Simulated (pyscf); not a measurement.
Br–SiH₂–Br + NH₃ -> H₂N–SiH(Br)–Br + H₂ (four-centre exchange; singlet surface; H–Si, H–N broken, N–Si, H–H formed). Single points on ωB97X-D3(BJ)/def2-SVP structures (PySCF, gas phase). Energies in kJ/mol from the separated reactants.

```json
[
 {"level": "ωB97X-D3(BJ)/def2-TZVP", "barrier": "145.9", "reaction energy": "-49.3"},
 {"level": "r²SCAN/def2-TZVP", "barrier": "134.1", "reaction energy": "-49.2"},
 {"level": "B3LYP-D3(BJ)/def2-TZVP", "barrier": "[?]", "reaction energy": "[?]"},
 {"level": "PBE0-D3(BJ)/def2-TZVP", "barrier": "132.5", "reaction energy": "-43.6"},
 {"level": "ωB97M-D3(BJ)/def2-TZVP", "barrier": "147.7", "reaction energy": "-46.2"},
 {"level": "HF/def2-TZVP", "barrier": "[?]", "reaction energy": "-30.7"}
]
```

Problem. Fill in the missing entries.

Solution. 
- B3LYP-D3(BJ)/def2-TZVP, barrier: 148.2
- B3LYP-D3(BJ)/def2-TZVP, reaction energy: -46.7
- HF/def2-TZVP, barrier: 235.7

The functionals in the table span 15.7 kJ/mol in this barrier, from PBE0-D3(BJ) to B3LYP-D3(BJ). On the reactant side the descent ends in a complex, 30.7 kJ/mol under the separated species and 176.6 kJ/mol under the saddle at ωB97X-D3(BJ)/def2-TZVP. At the saddle there is also a short H–Si contact that neither side keeps. One saddle was located; it need not be the lowest between these sides. Elements up to Kr have no core potential and no relativistic terms here.
